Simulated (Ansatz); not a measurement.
C4H5F (`CC1=C(F)C1`), relaxed with RKS PBE-D4/def2-SVP in Ansatz from a rough embedded geometry. The force threshold is 0.03 eV/Å; the program also tests the step.

Charge 0, multiplicity 1.

Start:

```xyz
10

C    -0.565   -1.148    0.237
C     0.495   -0.302   -0.212
C     0.372    0.671   -1.084
F    -0.782    1.082   -1.636
C     0.868    1.020    0.207
H    -0.659   -1.076    1.401
H    -0.381   -2.179    0.027
H    -1.559   -0.841   -0.127
H     1.981    1.217    0.324
H     0.230    1.556    0.863
```

```tsv
step	energy (eV)	largest force (eV/Å)	largest move (Å)
1	-6929.1140	3.897	0.000
2	-6929.7410	1.547	0.124
3	-6930.0356	1.139	0.197
4	-6930.2644	1.156	0.200
5	-6930.4403	0.765	0.195
6	-6930.4405	2.041	0.193
7	-6930.5323	0.803	0.184
8	-6930.5599	0.180	0.101
9	-6930.5618	0.104	0.024
10	-6930.5636	0.072	0.044
11	-6930.5646	0.032	0.036
12	-6930.5647	0.013	0.016
```

End:

```xyz
10

C    -0.679   -1.299    0.376
C    -0.134   -0.029   -0.138
C    -0.024    0.986   -0.948
F    -0.437    1.614   -2.040
C     0.941    1.063    0.166
H    -1.069   -1.175    1.409
H     0.111   -2.079    0.425
H    -1.501   -1.676   -0.264
H     2.016    0.828    0.002
H     0.775    1.767    1.012
```

Run time 18 s (2 threads of an Arm Neoverse V1 on a shared host); peak host memory 0.12 GiB.
